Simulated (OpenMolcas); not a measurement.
# HF/cc-pVTZ (RICD fitting, fitting threshold 1e-05) run of BClO (boron chloride oxide)

What is the vertical electron affinity of BClO (boron chloride oxide) at HF/cc-pVTZ (RICD fitting, fitting threshold 1e-05)? 

The results are computed with OpenMolcas 26.06.

## Step 1: The structure to begin with

BClO has 3 atoms, charge 0, and is taken as a singlet. As SMILES, `O=BCl`. Geometry: relaxed at GFN2-xTB.

Bond lengths: O1–B2 1.193 Å, B2–Cl3 1.639 Å. Angles: O1–B2–Cl3 179.9°.

## Step 2: Energy and forces at HF/cc-pVTZ (RICD fitting, fitting threshold 1e-05)

The input, job.inp:

```
* BClO Hartree-Fock

&GATEWAY
 BASLIB
 $CurrDir
 COORD
 3
 angstrom
 O        1.019560       0.606200       0.626990
 B        0.113080       0.066620       0.069470
 Cl      -1.132640      -0.672810      -0.696460
 BASIS
 cc-pVTZ
 GROUP
 NoSym
 RICD
 CDTHRESHOLD
 1e-05

&SEWARD

&SCF
 PRORBITALS
 0

&ALASKA
```

The basis set cc-pVTZ is read from a file made from the Basis Set Exchange's data (not shown).

The run is started by

```sh
export MOLCAS_MEM=1860
pymolcas job.inp > job.log
```

The log of the run:

```text
--- Start Module: gateway ---
[...]
--- Stop Module: gateway /rc=_RC_ALL_IS_WELL_ ---
[...]
      Basis functions           94
[...]
--- Start Module: scf ---
[...]
       Convergence after  11 Iterations
[...]
::    Total SCF energy                               -559.1837849850
[...]
      Total spin, S                                     0.0000000000
[...]
      Total electronic charge=   30.000000
      Total            charge=   -0.000000
[...]
      Dipole Moment (debye):
      Origin of the operator (angstrom)=   -0.3559   -0.2113   -0.2188
                   X= -2.4131E+00               Y= -1.4368E+00               Z= -1.4842E+00           Total=  3.1765E+00
      Quadrupole Moment (debye*angstrom):
[...]
--- Stop Module: scf /rc=_RC_ALL_IS_WELL_ ---
[...]
--- Start Module: alaska ---
[...]
 *              Molecular gradients               *
 **************************************************
  Irreducible representation: a
 ------------------------------------------------------------------------------------------
                              X                       Y                       Z
 ------------------------------------------------------------------------------------------
  O1                1.14140338428488E-02    6.86102915406028E-03    7.02763558638786E-03
  B2               -3.81743266915993E-02   -2.27939540668410E-02   -2.34866873429460E-02
  CL3               2.67602928488060E-02    1.59329249127964E-02    1.64590517566179E-02
 ------------------------------------------------------------------------------------------
--- Stop Module: alaska /rc=_RC_ALL_IS_WELL_ ---
[...]
```

Run time: 4.8 s. Hardware: 1 thread of Arm Neoverse V2, shared host; peak memory 0.11 GiB.

## Step 3: The doublet anion at the same level

The input, job.inp:

```
* BClO Hartree-Fock
>>> EXPORT MOLCAS_PRINT=2
&GATEWAY
BASLIB=$CurrDir
COORD
3
angstrom
O        1.019560       0.606200       0.626990
B        0.113080       0.066620       0.069470
Cl      -1.132640      -0.672810      -0.696460
BASIS=cc-pVTZ
GROUP=NoSym
RICD
CDTHRESHOLD=1e-05
&SEWARD
&SCF
UHF
CHARGE=-1
SPIN=2
PRORBITALS=0
&ALASKA
```

The basis set cc-pVTZ is read from a file made from the Basis Set Exchange's data (not shown).

The run is started by

```sh
export MOLCAS_MEM=1860
pymolcas job.inp > job.log
```

The log of the run:

```text
--- Start Module: gateway ---
[...]
--- Stop Module: gateway /rc=_RC_ALL_IS_WELL_ ---
[...]
      Basis functions           94
[...]
--- Start Module: scf ---
[...]
       Convergence after  24 Iterations
[...]
::    Total SCF energy                               -559.0722047886
[...]
      Total spin, S                                     0.5059387369
[...]
      Total electronic charge=   31.000000
      Total            charge=   -1.000000
[...]
      Dipole Moment (debye):
      Origin of the operator (angstrom)=   -0.3559   -0.2113   -0.2188
                   X= -2.5947E+00               Y= -1.4816E+00               Z= -1.5887E+00           Total=  3.3840E+00
      Center of Charge (angstrom)
[...]
--- Stop Module: scf /rc=_RC_ALL_IS_WELL_ ---
[...]
--- Start Module: alaska ---
[...]
 *              Molecular gradients               *
 **************************************************
  Irreducible representation: a
 ------------------------------------------------------------------------------------------
                              X                       Y                       Z
 ------------------------------------------------------------------------------------------
  O1               -1.71266471492366E-02   -1.14811718886472E-02   -1.06791681695961E-02
  B2               -5.42553902006437E-02   -2.99529379956538E-02   -3.31040215133638E-02
  CL3               7.13820373502170E-02    4.14341098842517E-02    4.37831896828866E-02
 ------------------------------------------------------------------------------------------
--- Stop Module: alaska /rc=_RC_ALL_IS_WELL_ ---
[...]
```

Wall time 9 s (1 thread of Arm Neoverse V2, shared host); peak memory 0.11 GiB.

## Step 4: Summary of results

At HF/cc-pVTZ (RICD fitting, fitting threshold 1e-05):

| quantity | value |
| --- | --- |
| singlet BClO: total energy | -559.18378 Eh |
| singlet BClO: dipole moment | 3.18 D |
| singlet BClO: HOMO energy | -13.54 eV |
| singlet BClO: LUMO energy | 3.27 eV |
| singlet BClO: HOMO–LUMO gap | 16.81 eV |
| singlet BClO: largest force on an atom | 2.586 eV/Å |
| doublet anion: total energy | -559.07220 Eh |
| doublet anion: HOMO energy (highest over α and β) | 2.76 eV |
| doublet anion: LUMO energy (lowest over α and β) | 9.12 eV |
| doublet anion: ⟨S²⟩ | 0.762 |
| doublet anion: largest force on an atom | 4.804 eV/Å |
| vertical electron affinity (to the doublet anion) | -3.036 eV |

What this shows: The anion lies 3.04 eV (293 kJ/mol) above the neutral: the electron isn't bound at this level, and such a value depends on the basis. Without diffuse functions anions come out too high. Hartree–Fock misses the correlation that binds many anions. The largest force (singlet BClO) is 2.59 eV/Å: the shape isn't a stationary point for this species at this level. Mulliken charges (doublet anion) run from -1.12 on B2 to +0.31 on Cl3. The HOMO (doublet anion) lies at positive energy, 2.76 eV: the electron is unbound at this level or held by a compact basis; values depend on the basis.
